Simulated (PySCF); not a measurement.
Which functional comes closest?

Molecule: `InChI=1S/C2H2F2/c3-1-2-4/h1-2H/b2-1-`.

Atom-mapped SMILES (the numbers label the heavy atoms): `[F:1]/[CH:2]=[CH:3]\[F:4]`. Hydrogens are named by the atom that carries them.

Geometry PBE0-D3(BJ)/def2-SVP throughout; GIAO in PySCF 2.14, gas phase, one conformer, non-relativistic; equivalent atoms averaged; basis pcSseg-2.

Reference values (HF/qz2p; gas (isolated, no vibration); M. E. Harding, PhD thesis, Mainz 2008 (Harding, Lenhart, Auer, Gauss, JCP 2008, 128, 244111)): σ(F1/F4) = 384.5 ppm.

How do the functionals HF, LDA, PBE, BLYP, BP86, OPBE, KT2, KT3, B97-D, B3LYP, PBE0, mPW1PW91, WP04, B97-2, BHandHLYP, CAM-B3LYP, wB97X-D, LC-wPBE perform against the reference? Times are CPU seconds on shared hosts with different chips, so compare them loosely; the GGAs took longer than the global hybrids here, which isn't the general rule, and the cause wasn't traced.

Results:


```tsv
functional	kind	F1/F4	abs. error F	core-s
HF	Hartree–Fock	383.1	1.4	3.3
LDA	LDA	320.5	64.0	8.8
PBE	GGA	318.7	65.8	11
BLYP	GGA	318.9	65.6	11
BP86	GGA	320.0	64.5	9.9
OPBE	GGA	320.8	63.7	11
KT2	GGA	324.5	60.0	11
KT3	GGA	323.8	60.7	11
B97-D	GGA	324.3	60.2	11
B3LYP	global hybrid	334.8	49.7	7
PBE0	global hybrid	337.9	46.6	7.1
mPW1PW91	global hybrid	337.9	46.6	7
WP04	global hybrid	331.2	53.3	7.2
B97-2	global hybrid	337.6	46.9	6.6
BHandHLYP	global hybrid	355.6	28.9	6.3
CAM-B3LYP	range-separated hybrid	345.3	39.2	8.8
wB97X-D	range-separated hybrid	342.8	41.7	8.4
LC-wPBE	range-separated hybrid	350.5	34.0	12
```

For $^{19}$F the closest is HF (1.4 ppm) and the furthest PBE (65.8 ppm). One molecule is a small sample, and the reference may use another geometry.
